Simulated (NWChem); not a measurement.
# One shape, several levels: BHClO (SMILES O[B]Cl)

Aim: a comparison of 6 runs (UCAM-B3LYP/3-21G, UCAM-B3LYP/6-311G**, UCAM-B3LYP/STO-3G, UCAM-B3LYP/6-31G, UCAM-B3LYP/6-31G*, UCAM-B3LYP/6-31G**) of BHClO. 

The results are computed with NWChem 7.3.0.

### Step 1. The molecule

The species is BHClO (4 atoms), meant as a doublet with charge 0. SMILES: `O[B]Cl`. Geometry: relaxed at PBE0-D4/def2-TZVP.

Bond lengths: O1–B2 1.334 Å, B2–Cl3 1.740 Å, O1–H4 0.961 Å. Angles: O1–B2–Cl3 122.2°, B2–O1–H4 113.5°.

### Step 2. Energy and forces at UCAM-B3LYP/3-21G (run 1)

The input, calc.xyz:

```xyz
4
BClHO CAM-B3LYP
O      0.545600     0.191100    -0.589300
B     -0.429900     0.065600     0.312600
Cl    -0.557200    -1.323200     1.352900
H      0.497000     1.006200    -1.096500
```

The input, calc.nw:

```
start calc
title "BClHO CAM-B3LYP"
memory stack 880 mb heap 220 mb global 1100 mb

geometry noautosym nocenter noautoz
load format xyz calc.xyz
end

basis spherical bse
* library 3-21G
end

dft
xc xcamb88 1.00 lyp 0.81 vwn_5 0.19 hfexch 1.00
cam 0.33 cam_alpha 0.19 cam_beta 0.46
mult 2
grid fine
convergence energy 1e-08
direct
maxiter 100
mulliken
print low
end

task dft gradient
```

The run is started by

```console
$ nwchem calc.nw > calc.out
```

What it wrote:

```text
[...]
 d= 0,ls=0.0,diis     1   -557.9948705787 -6.35D+02  1.89D-02  1.38D-01     0.4
[...]
 d= 0,ls=0.0,diis    11   -558.0684242231 -8.01D-10  4.97D-07  1.99D-10     3.1
[...]
         Total DFT energy =     -558.068424223125
      One electron energy =     -921.508258827248
           Coulomb energy =      327.909930480752
    Exchange-Corr. energy =      -41.169826883431
 Nuclear repulsion energy =       76.699731006803
[...]
      Total Density - Mulliken Population Analysis
     ---------------------------------------------
    Atom       Charge   Shell Charges
 -----------   ------   -------------------------------------------------------
    1 O    8     8.52   1.98  0.43  2.18  1.43  2.50
    2 B    5     4.71   1.99  0.42  1.15  0.62  0.53
    3 Cl  17    17.18   2.00  1.95  5.90  1.17  3.13  0.85  2.19
    4 H    1     0.59   0.42  0.17
[...]
      <S2> =      0.7518 (Exact =     0.7500)
[...]
                         DFT ENERGY GRADIENTS
    atom               coordinates                        gradient
                 x          y          z           x          y          z
   1 O       1.031034   0.361127  -1.113616   -0.010258   0.012125   0.000446
   2 B      -0.812393   0.123966   0.590728    0.012317  -0.006805  -0.005748
   3 Cl     -1.052955  -2.500485   2.556610    0.002732   0.015637  -0.012801
   4 H       0.939194   1.901442  -2.072085   -0.004791  -0.020957   0.018103
 Task  times  cpu:        3.7s     wall:        3.7s
 Total times  cpu:        3.8s     wall:        3.8s
```

Wall time 4.8 s (1 thread of AMD EPYC 7R13 (Zen 3), shared host); peak memory 0.11 GiB.

### Step 3. Energy and forces at UCAM-B3LYP/6-311G(d,p) (run 2)

The input, calc.nw:

```
start calc
memory total 2200 mb
charge 0

geometry units angstroms noautosym nocenter noautoz
  O        0.545600       0.191100      -0.589300
  B       -0.429900       0.065600       0.312600
  Cl      -0.557200      -1.323200       1.352900
  H        0.497000       1.006200      -1.096500
end

basis "ao basis" spherical bse
  * library 6-311G**
end

dft
  xc xcamb88 1.00 lyp 0.81 vwn_5 0.19 hfexch 1.00
  cam 0.33 cam_alpha 0.19 cam_beta 0.46
  mult 2
  grid fine
  convergence energy 1e-08
  direct
  maxiter 100
  mulliken
  print low
end

task dft gradient
```

The run is started by

```console
$ nwchem calc.nw > calc.out
```

What it wrote:

```text
[...]
 d= 0,ls=0.0,diis     1   -560.8252573580 -6.38D+02  8.75D-03  2.91D-01     1.6
[...]
 d= 0,ls=0.0,diis    12   -560.9031716441 -4.78D-10  1.50D-07  4.82D-11    17.2
[...]
         Total DFT energy =     -560.903171644094
      One electron energy =     -924.779380708640
           Coulomb energy =      328.437173468734
    Exchange-Corr. energy =      -41.260695410990
 Nuclear repulsion energy =       76.699731006803
[...]
      Total Density - Mulliken Population Analysis
     ---------------------------------------------
    Atom       Charge   Shell Charges
 -----------   ------   -------------------------------------------------------
    1 O    8     8.26   1.08  0.91  0.99  1.00  2.06  0.72  1.49  0.01
    2 B    5     4.89   1.13  0.86  0.43  0.69  0.92  0.40  0.29  0.18
    3 Cl  17    17.13   0.78  1.19  0.89  1.09  1.01  0.96  7.43 -1.52  1.10  2.93  1.23  0.02
    4 H    1     0.72   0.26  0.35  0.04  0.07
[...]
      <S2> =      0.7520 (Exact =     0.7500)
[...]
                         DFT ENERGY GRADIENTS
    atom               coordinates                        gradient
                 x          y          z           x          y          z
   1 O       1.031034   0.361127  -1.113616    0.002858   0.000805  -0.002936
   2 B      -0.812393   0.123966   0.590728   -0.002640  -0.004154   0.005005
   3 Cl     -1.052955  -2.500485   2.556610    0.000001   0.003546  -0.002384
   4 H       0.939194   1.901442  -2.072085   -0.000219  -0.000196   0.000316
 Task  times  cpu:       23.6s     wall:       23.6s
 Total times  cpu:       23.6s     wall:       23.6s
```

Wall time 25 s (1 thread of AMD EPYC 7R13 (Zen 3), shared host); peak memory 0.11 GiB.

Runs 3 to 4 aren't shown in full; the table further down has their settings and results.

### Step 4. Energy and forces at UCAM-B3LYP/6-31G(d) (spherical functions) (run 5)

The input, job.nw:

```
start job
memory total 2200 mb
charge 0

geometry units bohr noautosym nocenter noautoz
 O    1.03103457   0.36112666  -1.11361561
 B   -0.81239326   0.12396603   0.59072839
 Cl  -1.05295540  -2.50048561   2.55661047
 H    0.93919388   1.90144243  -2.07208470
end

basis spherical bse
 * library 6-31G*
end

dft
 xc xcamb88 1.00 lyp 0.81 vwn_5 0.19 hfexch 1.00
 cam 0.33 cam_alpha 0.19 cam_beta 0.46
 mult 2
 grid fine
 convergence energy 1e-08
 direct
 iterations 100
 mulliken
 noprint "final vectors analysis"
end

task dft gradient
```

The run is started by

```console
$ nwchem job.nw > job.out
```

What it wrote:

```text
[...]
          Wavefunction type:  spin polarized.
          No. of atoms     :     4
          No. of electrons :    31
[...]
          Charge           :     0
          Spin multiplicity:     2
[...]
          AO basis - number of functions:    48
[...]
              XC Information
              --------------
                     Hartree-Fock (Exact) Exchange  1.000
                   CAM-Becke88 Exchange Functional  1.000
                      VWN V Correlation Functional  0.190 local
              Lee-Yang-Parr Correlation Functional  0.810
[...]
 d= 0,ls=0.0,diis     1   -560.7616101248 -6.37D+02  1.33D-02  1.31D-01     0.8
[...]
 d= 0,ls=0.0,diis    11   -560.8309760785 -5.58D-09  6.18D-07  2.62D-10     7.8
[...]
         Total DFT energy =     -560.830976078461
      One electron energy =     -924.934577948840
           Coulomb energy =      328.690905010119
    Exchange-Corr. energy =      -41.287028638255
 Nuclear repulsion energy =       76.699725498515
[...]
      Total Density - Mulliken Population Analysis
     ---------------------------------------------
    Atom       Charge   Shell Charges
 -----------   ------   -------------------------------------------------------
    1 O    8     8.49   2.00  0.90  2.96  0.88  1.73  0.02
    2 B    5     4.81   2.00  0.55  1.27  0.50  0.39  0.10
    3 Cl  17    17.14   2.00  2.00  5.97  1.39  3.65  0.54  1.57  0.02
    4 H    1     0.56   0.46  0.10
[...]
      <S2> =      0.7517 (Exact =     0.7500)
[...]
  wavefunction    = open shell
[...]
                         DFT ENERGY GRADIENTS
    atom               coordinates                        gradient
                 x          y          z           x          y          z
   1 O       1.031035   0.361127  -1.113616   -0.002805   0.006102  -0.001752
   2 B      -0.812393   0.123966   0.590728    0.002219  -0.005727   0.001990
   3 Cl     -1.052955  -2.500486   2.556610   -0.000250   0.004576  -0.002867
   4 H       0.939194   1.901442  -2.072085    0.000836  -0.004952   0.002629
[...]
```

Wall time 12 s (1 thread of AMD EPYC 7R13 (Zen 3), shared host); peak memory 0.11 GiB.

### Step 5. Energy and forces at UCAM-B3LYP/6-31G(d,p) (spherical functions) (run 6)

The input, calc.nw:

```
start calc
memory total 2200 mb

geometry noautosym nocenter noautoz
   O     0.545600    0.191100   -0.589300
   B    -0.429900    0.065600    0.312600
   Cl   -0.557200   -1.323200    1.352900
   H     0.497000    1.006200   -1.096500
end

basis spherical bse
   * library 6-31G**
end

dft
   xc xcamb88 1.00 lyp 0.81 vwn_5 0.19 hfexch 1.00
   cam 0.33 cam_alpha 0.19 cam_beta 0.46
   mult 2
   grid fine
   convergence energy 1e-08
   direct
   maxiter 100
   mulliken
   noprint "final vectors analysis"
end

task dft gradient
```

The run is started by

```console
$ nwchem calc.nw > calc.out
```

What it wrote:

```text
[...]
          Wavefunction type:  spin polarized.
          No. of atoms     :     4
          No. of electrons :    31
[...]
          Charge           :     0
          Spin multiplicity:     2
[...]
          AO basis - number of functions:    51
[...]
              XC Information
              --------------
                     Hartree-Fock (Exact) Exchange  1.000
                   CAM-Becke88 Exchange Functional  1.000
                      VWN V Correlation Functional  0.190 local
              Lee-Yang-Parr Correlation Functional  0.810
[...]
 d= 0,ls=0.0,diis     1   -560.7683878989 -6.37D+02  1.25D-02  1.32D-01     0.9
[...]
 d= 0,ls=0.0,diis    11   -560.8372427537 -5.86D-09  5.71D-07  2.39D-10     8.7
[...]
         Total DFT energy =     -560.837242753725
      One electron energy =     -924.951996748571
           Coulomb energy =      328.704053827200
    Exchange-Corr. energy =      -41.289030839157
 Nuclear repulsion energy =       76.699731006803
[...]
      Total Density - Mulliken Population Analysis
     ---------------------------------------------
    Atom       Charge   Shell Charges
 -----------   ------   -------------------------------------------------------
    1 O    8     8.39   2.00  0.90  2.95  0.84  1.68  0.02
    2 B    5     4.82   2.00  0.56  1.27  0.50  0.39  0.10
    3 Cl  17    17.14   2.00  2.00  5.97  1.39  3.65  0.54  1.57  0.02
    4 H    1     0.66   0.48  0.13  0.04
[...]
      <S2> =      0.7517 (Exact =     0.7500)
[...]
  wavefunction    = open shell
[...]
                         DFT ENERGY GRADIENTS
    atom               coordinates                        gradient
                 x          y          z           x          y          z
   1 O       1.031034   0.361127  -1.113616   -0.001452   0.003065  -0.000844
   2 B      -0.812393   0.123966   0.590728    0.001259  -0.005695   0.002773
   3 Cl     -1.052955  -2.500485   2.556610   -0.000174   0.004765  -0.003058
   4 H       0.939194   1.901442  -2.072085    0.000367  -0.002136   0.001129
[...]
```

It took 13 s on 1 thread of AMD EPYC 7R13 (Zen 3), shared host; peak memory 0.11 GiB.

### Step 6. Overview of the runs

```csv
run,level,energy (Eh),⟨S²⟩,largest force (eV/Å),wall time
1,UCAM-B3LYP/3-21G,-558.068424,0.752,1.445,4.8 s
2,UCAM-B3LYP/6-311G**,-560.903172,0.752,0.361,25 s
3,UCAM-B3LYP/STO-3G,-554.431641,0.752,3.183,3.3 s
4,UCAM-B3LYP/6-31G,-560.778958,0.752,1.225,6.3 s
5,UCAM-B3LYP/6-31G* (spherical functions),-560.830976,0.752,0.357,12 s
6,UCAM-B3LYP/6-31G** (spherical functions),-560.837243,0.752,0.332,13 s
```

### Step 7. Results

| quantity | value |
| --- | --- |
| run 6: total energy | -560.83724 Eh |
| run 6: dipole moment | 2.52 D |
| run 6: ⟨S²⟩ | 0.752 |
| run 6: largest force on an atom | 0.332 eV/Å |

In words: Over runs 4, 5, 6 the dipole moment (its size) runs from 2.52 D (UCAM-B3LYP/6-31G**) to 2.96 D (UCAM-B3LYP/6-31G). In run 3 the basis is minimal, so the values are rough. All runs together took 64 s, the longest 25 s.
